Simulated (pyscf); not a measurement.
Optimised with ωB97X-D3(BJ)/def2-SVP in PySCF. Correlated levels are frozen-core, on RHF or UHF. ΔMP2 is the change of the MP2 total energy from the triple- to the quadruple-zeta basis.

SMILES: [C]=CCF
```xyz
7

C     -1.8924    -0.8560     0.5748
C     -0.6789    -1.0509     0.1434
C     -0.2254    -1.5050    -1.2211
F      0.6016    -0.5634    -1.7827
H      0.0730    -0.8469     0.9266
H     -1.0925    -1.6668    -1.8806
H      0.3329    -2.4509    -1.1254
```

How much does it cost (ΔH, 298 K, CCSD(T)/def2-TZVPP + ΔMP2(QZVPP)) to split :C=CH–CH₂–F [singlet] at its C–C bond into •C≡CH + •H₂C–F?

C–C to •C≡CH + •H₂C–F: 78.3 kcal/mol. The radicals are drawn with the spin at the cut bond; how far it spreads was not checked. :C=CH–CH₂–F [singlet] lies 44.9 kcal/mol over its isomer H₂C=C=CH–F, and others may lie lower still (electronic energy, ωB97M-D3(BJ)). The CCSD(T) − MP2 part came from Ansatz, without density fitting, on the same reference. An open-shell T1 diagnostic exceeds 0.045. A UHF reference is spin-contaminated (<S²> up to 1.15), which harms MP2 most. C₂H has a Π state close over its Σ ground state, and the state reached was not checked.
